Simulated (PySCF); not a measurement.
# Worked example: the barrier

An elementary step of SiNH₄Cl, closed shell (SiNH₄Cl ([NH2][SiH2][Cl]) → SiNH₂Cl ([NH][SiH][Cl]) + H₂; bonds formed: H2–H4; bonds broken: Si1–H2, N3–H4). “Start” is the structure reached by relaxing down from the saddle towards the reactants; PBE0-D4/def2-TZVP structures. The saddle:

```xyz
7
angstrom
Si -0.4321 -0.2252 0.0382
H 0.4637 0.6085 1.2887
N 0.7297 0.2139 -0.9814
H 0.8452 0.7934 0.4948
H -1.7464 0.4160 0.2788
Cl -0.6335 -2.0833 0.8646
H 0.7735 0.2769 -1.9838
```

Computed with PySCF 2.14 with density fitting (its default auxiliary sets; JK sets also for MP2 and CCSD(T)) (basis: def2-TZVPP and def2-QZVPP); correlated methods freeze the cores.

Energies in eV:

| quantity | saddle | start |
| --- | --- | --- |
| Hartree–Fock, triple zeta (X = 3) | -21910.41193 | -21914.63404 |
| Hartree–Fock, quadruple zeta (X = 4) | -21911.10980 | -21915.31755 |
| MP2 correlation, X = 3 | -15.13230 | -14.40962 |
| MP2 correlation, X = 4 | -16.38526 | -15.64340 |
| CCSD(T) correlation, X = 3 | -16.74979 | -16.10094 |

Q: Work out the barrier at the basis limit: extrapolate Hartree–Fock as E(X) = E∞ + A exp(−7.88 √X) and the MP2 correlation as E(X) = E∞ + B X^−2.97 (the exponents that Neese and Valeev fitted for def2-TZVPP and QZVPP), then add CCSD(T) − MP2 in triple zeta.

A: Each step is linear, so take the differences first (saddle − start): Hartree–Fock 4.22211 (X = 3) and 4.20775 (X = 4); MP2 correlation -0.72268 and -0.74186; CCSD(T) correlation -0.64885.
Two points give E∞ = E(4) + w [E(4) − E(3)], with w = 1/(exp(7.88 (2 − √3)) − 1) = 0.1377 for Hartree–Fock and w = 1/((4/3)^2.97 − 1) = 0.7407 for the correlation.
Hartree–Fock: 4.20775 + 0.1377 × (-0.01436) = 4.2058 eV.
MP2 correlation: -0.74186 + 0.7407 × (-0.01918) = -0.7561 eV.
CCSD(T) − MP2: -0.64885 − (-0.72268) = 0.0738 eV.
Sum: 4.2058 + (-0.7561) + 0.0738 = 3.5235 eV, or 81.25 kcal/mol. Plain CCSD(T) in triple zeta gives 3.5733 eV, so the larger basis shifts the result by -0.0498 eV.

No T1 diagnostic of these runs exceeds 0.017.

Labels in which every atom is bracketed show which atoms are joined, not bond orders.

For scale, one of the runs: CCSD(T)/def2-TZVPP, 171 basis functions, launched by `OMP_NUM_THREADS=4 python run.py`. The run took 2.8 min on 4 CPU threads of an Arm Neoverse V2 (shared host), with 1.4 GiB of host memory at its peak.
